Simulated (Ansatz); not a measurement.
CH2AlN (AlH2(CN)): methods side by side

CH2AlN: 5 atoms, total charge 0, spin state singlet. As SMILES, `[H][Al]([H])[C]#N`. Geometry: a GFN2-xTB relaxation, a rough one for these elements and not checked as a minimum.

```xyz
5

Al    0.3533    0.6161    0.0079
H     1.8976    0.6184    0.0587
H    -0.4102    1.9598   -0.0238
C    -0.6347   -1.0958   -0.0147
N    -1.2059   -2.0985   -0.0281
```

Each level gives the energy change with the C4–N5 bond stretched from 1.154 to 2.308 Å (eV). The values are calculated.

```
                      level                    kind  program  value (eV)  less FCI/STO-3G  CPU time (all runs)
  SVWN5/STO-3G (restricted)                     LDA   Ansatz       12.24            +4.15                2.4 s
 revPBE/STO-3G (restricted)                     GGA   Ansatz       11.54            +3.45                4.4 s
  B3LYP/STO-3G (restricted)           global hybrid   Ansatz       12.91            +4.82                  3 s
  BHLYP/STO-3G (restricted)           global hybrid   Ansatz       14.17            +6.08                3.1 s
wB97M-V/STO-3G (restricted)  range-separated hybrid   Ansatz       14.16            +6.07                 48 s
 B2PLYP/STO-3G (restricted)           double hybrid   Ansatz       13.80            +5.71                5.2 s
RPA@PBE/STO-3G (restricted)                     RPA   Ansatz       10.27            +2.18                6.5 s
    MP2/STO-3G (restricted)     perturbation theory   Ansatz       15.70            +7.61                0.6 s
                 FCI/STO-3G      exact in the basis   Ansatz        8.09             0.00                3 min
```

FCI/STO-3G is exact within its basis and frozen core, so for wave-function methods in that basis the difference is their error; functionals converge differently with the basis, so for them it is only a difference. The first shape isn't each level's own minimum. The values span 8.09 to 15.70 eV. All rows use very small basis sets, so even the best lies far from the true value. Times are those of the runs behind each value, whatever else they computed, on shared processors of several kinds: orders of magnitude only.
